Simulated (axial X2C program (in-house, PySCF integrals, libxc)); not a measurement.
## Bond lengths and stretching modes, held linear, of NBN

Calculated with an in-house all-electron X2C program for linear molecules (integrals from PySCF): two-component X2C with atomic mean-field Coulomb and Gaunt terms, Gaussian nuclei, basis N dyall-av3z, B dyall-v3z with contracted cores. Spin-free rows use the one-electron spin-free X2C Hamiltonian.

Masses N 14.003, B 11.009, N 14.003 u. States: 2c Ω = 5/2 (beyond evenly filled blocks: ω = -1/2, 2 × ω = 3/2); spin-free M_S = 3/2, Λ = 1 (beyond evenly filled blocks: 2 × π+α, π+β, 2 × π-α).

PBE0, spin-free: energies above the lowest point

```
r(N–B) (Å)  r(B–N) (Å)  E (meV)
    1.3377      1.3377    54.35
    1.3377      1.3720    20.84
    1.3377      1.4063    30.68
    1.3720      1.3377    20.84
    1.3720      1.3720     0.00
    1.3720      1.4063    22.07
    1.3720      1.4406    77.95
    1.4063      1.3377    30.68
    1.4063      1.3720    22.07
    1.4063      1.4063    56.15
    1.4406      1.3720    77.95
    1.4406      1.4406   202.28
```

Question: Fit a quadratic surface with cubic terms in each bond: where is the minimum, and what are the two stretching wavenumbers?

Answer: At PBE0, spin-free: bonds 1.371 and 1.371 Å; harmonic stretches 952.7 and 1350.1 cm⁻¹; force constants 5.87, 5.87 and coupling 1.62 mdyn/Å.

The other levels and Hamiltonians give:

| Hamiltonian | level | r(N–B) (Å) | r(B–N) (Å) | lower stretch (cm⁻¹) | upper stretch (cm⁻¹) |
| --- | --- | --- | --- | --- | --- |
| 2c | PBE0 | 1.371 | 1.371 | 952.8 | 1349.8 |
| 2c | TPSSh | 1.376 | 1.376 | 938.6 | 1377.3 |
| spin-free | TPSSh | 1.376 | 1.376 | 938.6 | 1377.5 |

Each state is one determinant, the lowest of a limited PBE0 search; the stretches come from a fit to these few points and carry an uncertainty of a few per cent. Other orders of the atoms were not compared. Left out for rough or failed fits: HF 2c, MP2 2c, HF spin-free, MP2 spin-free. The molecule was held linear; bending was not examined, so a bent shape may lie lower. Note: functional without a current term on a determinant with orbital currents, of the molecule or an atom. Note: several unpaired electrons, one determinant need not be a pure state.
